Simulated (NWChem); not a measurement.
System: formaldehyde (CH2O); SMILES O=C

Computed with NWChem. Each level has its own optimisation; frequencies are unscaled.

| level | basis functions | r C–O (Å) | r C–H (Å) | highest harmonic frequency (cm⁻¹) | lowest (cm⁻¹) | zero-point energy (kcal/mol) | dipole (D) |
|---|---|---|---|---|---|---|---|
| Hartree-Fock/STO-3G | 12 | ? | 1.101 | ? | ? | ? | ? |
| Hartree-Fock/def2-SVP | 38 | 1.178 | 1.102 | 3196 | 1332 | 18.2 | 2.64 |
| Hartree-Fock/def2-SVPD | 59 | 1.180 | 1.101 | 3187 | 1327 | 18.0 | 2.76 |
| Hartree-Fock/def2-TZVP | 74 | 1.177 | 1.094 | 3155 | 1338 | 18.0 | 2.68 |
| Hartree-Fock/def2-TZVPD | 95 | 1.178 | 1.094 | 3156 | 1336 | 18.0 | 2.71 |
| Hartree-Fock/def2-TZVPP | 90 | 1.177 | 1.093 | 3156 | 1339 | 18.0 | 2.68 |

Q: Some entries are withheld; supply them.

A: 
- Hartree-Fock/STO-3G, r C–O (Å): 1.217
- Hartree-Fock/STO-3G, highest harmonic frequency (cm⁻¹): 3646
- Hartree-Fock/STO-3G, lowest (cm⁻¹): 1279
- Hartree-Fock/STO-3G, zero-point energy (kcal/mol): 19.6
- Hartree-Fock/STO-3G, dipole (D): 1.54
